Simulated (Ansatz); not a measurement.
OSi, SMILES `[O+]#[Si-]` (lower singlet) (charge 0, multiplicity 1). This singlet lies 3.87 eV below the relaxed triplet at the level frozen-core full CI/6-31g // B3LYP-D3(BJ)/def2-TZVP (Ansatz, a program for electronic structure).

All values below come from LC-ωPBE/cc-pVTZ // B3LYP-D3(BJ)/def2-TZVP (Ansatz).

Ansatz 0.2 input:
```yaml
crystal:
  periodic: [false, false, false]
  atoms:
    - { symbol: O, position_ang: [0.756568, -0.000004, -0.000003] }
    - { symbol: Si, position_ang: [-0.756568, 0.000004, 0.000003] }
basis:
  gaussian: { orbitals: cc-pVTZ }
hamiltonian:
  xc: lc_wpbe
```

Output:

```
Functional definition: LC-wPBE
442 factors; their error is unknown
131 factors; integrals over basis functions are off by at most 4.5e-5 eV
mean field evaluation 1: about -9913.8796 eV, gradient 6.5e1 eV
mean field evaluation 2: about -9888.8115 eV, gradient 1.3e2 eV
mean field evaluation 4: about -9921.5043 eV, gradient 1.2e0 eV
mean field evaluation 8: about -9921.4802 eV, gradient 1.0e-1 eV
mean field evaluation 16: about -9921.4803 eV, gradient 2.0e-5 eV
mean field -9921.48026603 eV, -364.6076747558 hartree, gradient 2.0e-5 eV, S^2 0.000000; 0 other end points of the search recorded, 0 dependent functions left out
reference -9921.48026604 eV, -364.6076747559 hartree; 11, 11 occupied and 53, 53 virtual orbitals, 442 factors
Total energy: -9921.48026604 eV, -364.6076747559 hartree
```
